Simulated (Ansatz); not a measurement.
# H5Si3: where a starting geometry ends

The starting geometry of this gas-phase doublet was optimised with GFN2-xTB.

```xyz
8

Si   -2.4534   -2.4827   -0.8246
Si   -0.5395   -1.3516   -0.7242
Si    0.6457    0.6380   -0.7537
H    -3.4702   -1.3688   -0.9093
H     0.5168   -2.3965   -0.5636
H     0.8461    1.2148    0.5911
H     1.9742    0.6540   -1.3934
H    -0.1604    1.6283   -1.4938
```

Task: Where would you expect an optimisation with PBE0-D3(BJ)/def2-SVP to take it?

Result: It keeps its bonds.

The energy falls by 0.30 eV over 23 steps:

| step | E − E(last) (eV) |
| --- | --- |
| 1 | 0.300 |
| 3 | 0.072 |
| 6 | 0.012 |
| 8 | 0.006 |
| 11 | 0.003 |
| 13 | 0.002 |
| 16 | 0.000 |
| 18 | 0.000 |
| 21 | 0.000 |
| 23 | 0.000 |

Final geometry (Å):

```csv
atom,x (Å),y (Å),z (Å)
Si,-2.3591,-2.2750,-1.3101
Si,-0.3995,-1.5538,-0.4162
Si,0.4705,0.5981,-0.7438
H,-3.0283,-0.9193,-1.0825
H,0.7053,-2.5164,-0.0935
H,1.0869,1.0927,0.5275
H,1.5213,0.5937,-1.8092
H,-0.6381,1.5154,-1.1437
```

No frequencies were run, so the end isn't proven a minimum. Open shells are spin-unrestricted. Run with Ansatz 0.2.0, 2.3 min on 1 thread of Intel(R) Xeon(R) Platinum 8259CL CPU @ 2.50GHz (Skylake/Cascade Lake), with other jobs on the host.
